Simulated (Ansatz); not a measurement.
The input, for Ansatz 0.2.0:

```yaml
crystal:
  periodic: [false, false, false]
  atoms:
    - {symbol: N, position_ang: [0.000000, -0.144700, 1.126464]}
    - {symbol: S, position_ang: [0.000000, 0.085497, -0.560426]}
    - {symbol: H, position_ang: [-0.828420, 0.251917, 1.546431]}
    - {symbol: H, position_ang: [0.828420, 0.251917, 1.546431]}
    - {symbol: H, position_ang: [0.000000, -1.212908, -0.918127]}
basis:
  gaussian: {orbitals: cc-pVTZ}
magnetization: {spin_polarized: false}
correlation: {method: bccd_t, electrons: outside_noble_gas}
```

```sh
$ ansatz run in.yaml --threads 2 --pin off --events-out ev --progress --plain --max-ram 16896MiB --backend cuda --devices 0, --max-vram 18GiB
```

Question: Roughly how long does this take on 2 threads of AMD EPYC 7R13 with a shared H100 80 GB, shared host, and how much host memory?

Answer: 1.9 s wall and 0.78 GiB.

```
604 factors; integrals over basis functions are off by at most 1.1e-3 eV
mean field evaluation 1: about -12345.7194 eV, gradient 2.4e1 eV
mean field evaluation 2: about -12345.7252 eV, gradient 2.4e1 eV
mean field evaluation 4: about -12346.9993 eV, gradient 2.7e0 eV
mean field evaluation 8: about -12347.0241 eV, gradient 1.5e-4 eV
mean field evaluation 16: about -12347.0224 eV, gradient 4.9e-1 eV
mean field -12347.02406995 eV, -453.7447654572 hartree, gradient 5.8e-6 eV, S^2 0.000000; 0 other end points of the search recorded, 0 dependent functions left out
6 core orbitals not correlated: weight in the atoms' cores, before any rotation towards them, 1.000 or more for the frozen orbitals, at most 0.000 for the correlated occupied ones
reference -12347.02406995 eV, -453.7447654572 hartree; 7, 7 occupied and 93, 93 virtual orbitals, 604 factors
second order -10.83434104 eV of doubles, -0.00000000 eV of singles
cycle   1  -11.25159115 eV  change   -4.2e-1 eV  update   6.5e-2
cycle   2  -11.52531588 eV  change   -2.7e-1 eV  update   1.9e-2
cycle   3  -11.55668613 eV  change   -3.1e-2 eV  update   7.9e-3
cycle   4  -11.55388461 eV  change    2.8e-3 eV  update   2.1e-3
cycle   5  -11.55310038 eV  change    7.8e-4 eV  update   9.1e-4
cycle   6  -11.55304031 eV  change    6.0e-5 eV  update   3.7e-4
cycle   7  -11.55284141 eV  change    2.0e-4 eV  update   1.4e-4
cycle   8  -11.55287698 eV  change   -3.6e-5 eV  update   5.9e-5
cycle   9  -11.55287670 eV  change    2.8e-7 eV  update   1.8e-5
cycle  10  -11.55287113 eV  change    5.6e-6 eV  update   7.6e-6
perturbative correction -0.47304226 eV, -0.0173839825 hartree
Total energy: -12359.04998334 eV, -454.1867096229 hartree
```

For the same geometry and basis RCCSDT(Q) lies 38.2 meV lower.
